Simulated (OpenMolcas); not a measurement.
# [AlH4]− (SMILES [H][Al-]([H])([H])[H]), step by step

Wanted: the energy (UHF/STO-3G), then a single-point energy (CASSCF(2,2)/STO-3G), then a single-point energy (CASPT2(2,2)/STO-3G), then a single-point energy (SC-NEVPT2(2,2)/STO-3G), then the energy (MRCI(2,2)/STO-3G) of [AlH4]−. 

The calculation is run with OpenMolcas 26.06.

3 further runs of the same task are left out: 1 that didn't finish, 2 set aside as unsound or not needed.

## Step 1: The system as given

The species is [AlH4]− (5 atoms), meant as a singlet with charge -1. SMILES: `[H][Al-]([H])([H])[H]`. The Al1–H3 distance was set to 4.071 Å, away from the relaxed value. At this shape a bond of the SMILES string is far longer than usual.

Bond lengths: Al1–H2 1.627 Å, Al1–H4 1.628 Å, Al1–H5 1.628 Å. Angles: H2–Al1–H4 109.4°, H2–Al1–H5 109.6°, H4–Al1–H5 109.6°.

## Step 2: A single-point energy at UHF/STO-3G (run 1)

geom.xyz reads:

```xyz
5

Al    -2.298664    -0.022200     0.829287
H     -2.284354    -0.040440     2.456367
H      1.530040     0.013000    -0.552880
H     -3.071124     1.313000     0.309157
H     -3.064754    -1.347840     0.275247
```

step1.input reads:

```
* AlH4 Hartree-Fock
&GATEWAY
BASLIB
$CurrDir
COORD
geom.xyz
BASIS
STO-3G
GROUP
NoSym
&SEWARD
&SCF
UHF
CHARGE
-1
SCRAMBLE
0.25
PRORBITALS
1 1
```

The basis set STO-3G is read from a file made from the Basis Set Exchange's data (not shown).

Command:

```sh
$ export MOLCAS_MEM=1860
$ pymolcas step1.input > step1.log
```

What it wrote:

```text
--- Start Module: gateway ---
[...]
--- Stop Module: gateway /rc=_RC_ALL_IS_WELL_ ---
--- Start Module: seward ---
[...]
      Basis functions           13
--- Stop Module: seward /rc=_RC_ALL_IS_WELL_ ---
--- Start Module: scf ---
[...]
       Convergence after  16 Iterations
[...]
::    Total SCF energy                               -240.9288620764
[...]
      Total spin, S                                     0.6153224754
[...]
      Total electronic charge=   18.000000
      Total            charge=   -1.000000
[...]
      Dipole Moment (debye):
      Origin of the operator (angstrom)=   -2.2238   -0.0213    0.8023
                   X=  2.4801E+00               Y=  1.4385E-02               Z= -8.9886E-01           Total=  2.6380E+00
      Center of Charge (angstrom)
[...]
--- Stop Module: scf /rc=_RC_ALL_IS_WELL_ ---
[...]
```

Wall time 1.8 s (1 thread of Arm Neoverse V1, shared host); peak memory 0.37 GiB.

## Step 3: A single-point energy at CASSCF(2,2)/STO-3G (run 2)

geom.xyz is that of step 2.

step2.inp reads:

```
&GATEWAY
 BasLib=$CurrDir
 Coord=geom.xyz
 Basis=STO-3G
 Group=NoSym

&SEWARD

&RASSCF
 FileOrb=$CurrDir/step1.UnaOrb
 Spin=1
 Nactel=2 0 0
 Inactive=8
 Ras2=2
 OrbListing=Nothing
 OrbAppear=Compact
```

The basis set STO-3G is read from a file made from the Basis Set Exchange's data (not shown).

Command:

```sh
$ export MOLCAS_MEM=1860
$ pymolcas step2.inp > step2.log
```

What it wrote:

```text
--- Start Module: gateway ---
[...]
--- Stop Module: gateway /rc=_RC_ALL_IS_WELL_ ---
--- Start Module: seward ---
[...]
      Basis functions           13
--- Stop Module: seward /rc=_RC_ALL_IS_WELL_ ---
--- Start Module: rasscf ---
[...]
      Number of active orbitals                  2
[...]
      Spin quantum number                      0.0
[...]
      Active orbitals                            2
[...]
      Number of CSFs                             3
[...]
      Number of root(s) required                 1
[...]
      Convergence after  7 iterations
[...]
      printout of CI-coefficients larger than  0.05 for root  1
      energy=    -240.929372
      conf/sym  11     Coeff  Weight
             1  20  -0.76249 0.58139
             3  02   0.64700 0.41861
      Natural orbitals and occupation numbers for root  1
      sym 1:   1.162779   0.837221
      ************************************************************************************************************************
      *                                                    Final results                                                     *
[...]
::    RASSCF root number  1 Total energy:   -240.92937230
[...]
      Total electronic charge=   18.000000
      Total            charge=   -1.000000
[...]
      Dipole Moment (debye):
      Origin of the operator (angstrom)=   -2.2238   -0.0213    0.8023
                   X=  2.3719E+00               Y=  1.3353E-02               Z= -8.5983E-01           Total=  2.5230E+00
      Center of Charge (angstrom)
[...]
--- Stop Module: rasscf /rc=_RC_ALL_IS_WELL_ ---
[...]
```

It took 1.6 s on 1 thread of Arm Neoverse V1, shared host; peak memory 0.37 GiB.

## Step 4: The energy at CASPT2(2,2)/STO-3G (run 3)

geom.xyz is that of step 3.

step3.inp reads:

```
* AlH4 CASPT2
&GATEWAY
BasLib
$CurrDir
Coord
geom.xyz
Basis
STO-3G
Group
NoSym
&SEWARD
&RASSCF
FileOrb
$CurrDir/step2.RasOrb
Spin
1
Nactel
2 0 0
Inactive
8
Ras2
2
OrbListing
Nothing
OrbAppear
Compact
&CASPT2
Imaginary
0.1
Frozen
5
```

The basis set STO-3G is read from a file made from the Basis Set Exchange's data (not shown).

Command:

```sh
$ export MOLCAS_MEM=1860
$ pymolcas step3.inp > step3.log
```

What it wrote:

```text
--- Start Module: gateway ---
[...]
--- Stop Module: gateway /rc=_RC_ALL_IS_WELL_ ---
[...]
      Basis functions           13
[...]
--- Start Module: rasscf ---
[...]
      Number of active orbitals                  2
[...]
      Spin quantum number                      0.0
[...]
      Active orbitals                            2
[...]
      Number of CSFs                             3
[...]
      Number of root(s) required                 1
[...]
      Convergence after  4 iterations
[...]
      printout of CI-coefficients larger than  0.05 for root  1
      energy=    -240.929372
      conf/sym  11     Coeff  Weight
             1  20  -0.76249 0.58139
             3  02   0.64700 0.41861
      Natural orbitals and occupation numbers for root  1
      sym 1:   1.162781   0.837219
      ************************************************************************************************************************
      *                                                    Final results                                                     *
[...]
::    RASSCF root number  1 Total energy:   -240.92937230
[...]
      Total electronic charge=   18.000000
      Total            charge=   -1.000000
[...]
      Dipole Moment (debye):
      Origin of the operator (angstrom)=   -2.2238   -0.0213    0.8023
                   X=  2.3719E+00               Y=  1.3351E-02               Z= -8.5982E-01           Total=  2.5230E+00
      Center of Charge (angstrom)
[...]
--- Stop Module: rasscf /rc=_RC_ALL_IS_WELL_ ---
--- Start Module: caspt2 ---
[...]
 ###    WARNING: User changed nr of frozen orbitals.                         ###
 ###############################################################################
[...]
      E2 (Variational):          -0.0300526543
      Total energy:            -240.9594249533
[...]
      Reference weight:           0.98415
[...]
::    CASPT2 Root  1     Total energy:   -240.95942495
[...]
--- Stop Module: caspt2 /rc=_RC_ALL_IS_WELL_ ---
[...]
```

Wall time 1.6 s (1 thread of Arm Neoverse V1, shared host); peak memory 0.37 GiB.

## Step 5: The energy at SC-NEVPT2(2,2)/STO-3G (run 4)

geom.xyz is that of step 4.

step4.input reads:

```
* AlH4 NEVPT2
&GATEWAY
BasLib
$CurrDir
Coord
geom.xyz
Basis
STO-3G
Group
NoSym
&SEWARD
&RASSCF
FileOrb
$CurrDir/step2.RasOrb
Spin
1
Nactel
2 0 0
Inactive
8
Ras2
2
OrbListing
Nothing
OrbAppear
Compact
&CASPT2
SC-NEVPT2
Frozen
5
```

The basis set STO-3G is read from a file made from the Basis Set Exchange's data (not shown).

Command:

```sh
$ export MOLCAS_MEM=1860
$ pymolcas step4.input > step4.log
```

What it wrote:

```text
--- Start Module: gateway ---
[...]
--- Stop Module: gateway /rc=_RC_ALL_IS_WELL_ ---
[...]
      Basis functions           13
[...]
--- Start Module: rasscf ---
[...]
      Number of active orbitals                  2
[...]
      Spin quantum number                      0.0
[...]
      Active orbitals                            2
[...]
      Number of CSFs                             3
[...]
      Number of root(s) required                 1
[...]
      Convergence after  4 iterations
[...]
      printout of CI-coefficients larger than  0.05 for root  1
      energy=    -240.929372
      conf/sym  11     Coeff  Weight
             1  20  -0.76249 0.58139
             3  02   0.64700 0.41861
      Natural orbitals and occupation numbers for root  1
      sym 1:   1.162781   0.837219
      ************************************************************************************************************************
      *                                                    Final results                                                     *
[...]
::    RASSCF root number  1 Total energy:   -240.92937230
[...]
      Total electronic charge=   18.000000
      Total            charge=   -1.000000
[...]
      Dipole Moment (debye):
      Origin of the operator (angstrom)=   -2.2238   -0.0213    0.8023
                   X=  2.3719E+00               Y=  1.3351E-02               Z= -8.5982E-01           Total=  2.5230E+00
      Center of Charge (angstrom)
[...]
--- Stop Module: rasscf /rc=_RC_ALL_IS_WELL_ ---
--- Start Module: caspt2 ---
[...]
 ###    WARNING: User changed nr of frozen orbitals.                         ###
 ###############################################################################
[...]
      E2 (Variational):          -0.0294598781
[...]
      E2 (Variational):          -0.0294561981
      Total energy:            -240.9588284971
[...]
      Reference weight:           0.98482
[...]
::    SC-NEVPT2 Root  1     Total energy:   -240.95882850
[...]
--- Stop Module: caspt2 /rc=_RC_ALL_IS_WELL_ ---
[...]
```

Wall time 1.6 s (1 thread of Arm Neoverse V1, shared host); peak memory 0.37 GiB.

## Step 6: A single-point energy at MRCI(2,2)/STO-3G (run 5)

geom.xyz is that of step 5.

step5.input reads:

```
* AlH4 MRCI

&GATEWAY
  BasLib = $CurrDir
  Coord = geom.xyz
  Basis = STO-3G
  Group = NoSym

&SEWARD

&RASSCF
  FileOrb = $CurrDir/step2.RasOrb
  Spin = 1
  Nactel = 2 0 0
  Inactive = 8
  Ras2 = 2
  OrbListing = Nothing
  OrbAppear = Compact

&MOTRA
  LumOrb
  Frozen = 5

&GUGA
  Electrons = 8
  Spin = 1
  Inactive = 3
  Active = 2
  CIAll = 1

&MRCI
  SDCI
```

The basis set STO-3G is read from a file made from the Basis Set Exchange's data (not shown).

Command:

```sh
$ export MOLCAS_MEM=1860
$ pymolcas step5.input > step5.log
```

What it wrote:

```text
--- Start Module: gateway ---
[...]
--- Stop Module: gateway /rc=_RC_ALL_IS_WELL_ ---
[...]
      Basis functions           13
[...]
      Number of active orbitals                  2
[...]
      Spin quantum number                      0.0
[...]
      Active orbitals                            2
[...]
      Number of CSFs                             3
[...]
      Number of root(s) required                 1
[...]
      Convergence after  4 iterations
[...]
      printout of CI-coefficients larger than  0.05 for root  1
      energy=    -240.929372
      conf/sym  11     Coeff  Weight
             1  20  -0.76249 0.58139
             3  02   0.64700 0.41861
      Natural orbitals and occupation numbers for root  1
      sym 1:   1.162781   0.837219
      ************************************************************************************************************************
      *                                                    Final results                                                     *
[...]
::    RASSCF root number  1 Total energy:   -240.92937230
[...]
      Dipole Moment (debye):
      Origin of the operator (angstrom)=   -2.2238   -0.0213    0.8023
                   X=  2.3719E+00               Y=  1.3351E-02               Z= -8.5982E-01           Total=  2.5230E+00
      Center of Charge (angstrom)
[...]
      *** WARNING: Default frozen orbitals is overwritten by user input.
      *** Default values:   2
[...]
--- Start Module: guga ---
[...]
--- Stop Module: guga /rc=_RC_ALL_IS_WELL_ ---
--- Start Module: mrci ---
[...]
       (But an ACPF correction will be computed)
       USE THE DEFAULT ACPF G-VALUE GFAC=  0.25000000000000000
[...]
                      CI ENERGY:  -240.97290377
[...]
                ACPF CORRECTION:    -0.00114990
[...]
      Total electronic charge=   18.000000
      Total            charge=   -1.000000
[...]
     ACPF CORRECTION:     -0.00114990
[...]
  CI State   1     Total energy:   -240.97290377     QDav:     -0.00154682     QACPF:     -0.00114990
[...]
--- Stop Module: mrci /rc=_RC_ALL_IS_WELL_ ---
[...]
```

Run time: 1.7 s. Hardware: 1 thread of Arm Neoverse V1, shared host; peak memory 0.37 GiB.

## Step 7: Summary of results

| quantity | value |
| --- | --- |
| run 1, UHF/STO-3G: total energy | -240.92886 Eh |
| run 1, UHF/STO-3G: HOMO energy | 4.91 eV |
| run 1, UHF/STO-3G: LUMO energy | 11.39 eV |
| run 1, UHF/STO-3G: HOMO–LUMO gap (to an unbound level, set by the basis) | 6.49 eV |
| run 1, UHF/STO-3G: ⟨S²⟩ | 0.994 |
| run 2, CASSCF(2,2)/STO-3G: total energy | -240.92937 Eh |
| run 3, CASPT2(2,2)/STO-3G: total energy | -240.95942 Eh |
| run 4, SC-NEVPT2(2,2)/STO-3G: total energy | -240.95883 Eh |
| run 5, MRCI(2,2)/STO-3G: total energy | -240.97290 Eh |

**Reading.** ⟨S²⟩ (run 1, UHF/STO-3G) is 0.99 where a pure singlet has 0.00: the reference is spin-contaminated. The HOMO (run 1, UHF/STO-3G) lies at positive energy, 4.91 eV: the electron is unbound at this level or held by a compact basis; values depend on the basis. Mulliken charges (run 2, CASSCF(2,2)/STO-3G) run from -0.45 on H4 to +0.35 on Al1; they depend strongly on the basis. Mulliken charges (run 4, SC-NEVPT2(2,2)/STO-3G) of the CASSCF density run from -0.45 on H4 to +0.35 on Al1; they depend strongly on the basis.
